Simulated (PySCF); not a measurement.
A mixed set of molecules. Method: TDDFT PBE0/def2-SVPD, vertical, gas phase, core orbitals frozen in the response in PySCF 2.14.0, density-fitted response routines. Geometries: GFN2-xTB; one conformer of each isolated species. Triplets are in the Tamm–Dancoff approximation. Ions are computed without counter-ions or solvent.

Question: Rank by computed HOMO–LUMO gap, lowest first.
A. `NC#[O+]`
B. `C=C1CCC(=S)CS1`
C. `C1=CC=CC=C1`
D. `O=C1CCCN1`
E. `COCCP(C)C`

Answer: B (3.99 eV), E (6.97 eV), C (7.16 eV), D (7.67 eV), A (8.76 eV).

```tsv
SMILES	gap (eV)	f (S1)	first f ≥ 0.01 (nm)	S1 (eV)	HOMO (eV)	S1 mainly
C=C1CCC(=S)CS1	3.99	0.002	400	2.43	-6.34	H→L (57%)
COCCP(C)C	6.97	0.006	200	6.06	-6.18	H→L (82%)
c1ccccc1	7.16	0.000	171	5.59	-7.36	H-1/H→L/L+1 (≥94%)
O=C1CCCN1	7.67	0.000	172	5.75	-7.17	H→L+1 (88%)
NC#[O+]	8.76	0.000	133	6.35	-17.34	H→L (100%)
```

H and L stand for HOMO and LUMO. A slash joins orbitals within 0.01 eV of each other, whose weights are summed (≥ marks a lower bound).
